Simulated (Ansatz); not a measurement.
The input, for Ansatz 0.2.0:

```yaml
crystal:
  periodic: [false, false, false]
  atoms:
    - {symbol: Ge, position_ang: [0.000000, -0.013103, 0.894450]}
    - {symbol: Si, position_ang: [0.000000, 1.131060, -0.994011]}
    - {symbol: Si, position_ang: [0.000000, -1.175645, -1.245854]}
    - {symbol: H, position_ang: [0.000000, 2.186645, -2.048862]}
basis:
  gaussian: {orbitals: cc-pVDZ}
total_charge: 1
magnetization: {spin_polarized: true, initial_magnetization: 2}
hamiltonian: {xc: {name: PBE}}
correlation: {method: rpa, electrons: outside_noble_gas}
```

```sh
$ ansatz run in.yaml --threads 1 --pin off --events-out ev --progress --plain --max-ram 2393MiB
```

Output:

```
741 factors; integrals over basis functions are off by at most 1.1e-3 eV
mean field evaluation 1: about -72258.6077 eV, gradient 2.0e1 eV
mean field evaluation 2: about -72258.6049 eV, gradient 2.0e1 eV
mean field evaluation 4: about -72260.7576 eV, gradient 1.3e1 eV
mean field evaluation 8: about -72262.3159 eV, gradient 8.9e-2 eV
mean field evaluation 16: about -72262.3155 eV, gradient 1.5e-4 eV
mean field evaluation 32: about -72260.9500 eV, gradient 2.7e-1 eV
mean field evaluation 64: about -72261.2524 eV, gradient 9.8e-1 eV
mean field evaluation 96: about -72261.1440 eV, gradient 4.8e0 eV
mean field -72262.31551104 eV, -2655.5911138740 hartree, gradient 4.7e-6 eV, S^2 2.006548; 6 other end points of the search recorded, 0 dependent functions left out
24 core orbitals not correlated: weight in the atoms' cores, before any rotation towards them, 0.998 or more for the frozen orbitals, at most 0.001 for the correlated occupied ones
reference -72202.71026331 eV, -2653.4006614218 hartree; 7, 5 occupied and 37, 39 virtual orbitals, 741 factors
Total energy: -72214.10455025 eV, -2653.8193937435 hartree
```

Ran on 1 thread of Arm Neoverse V1, shared host: 18 s wall, 0.21 GiB peak host memory.
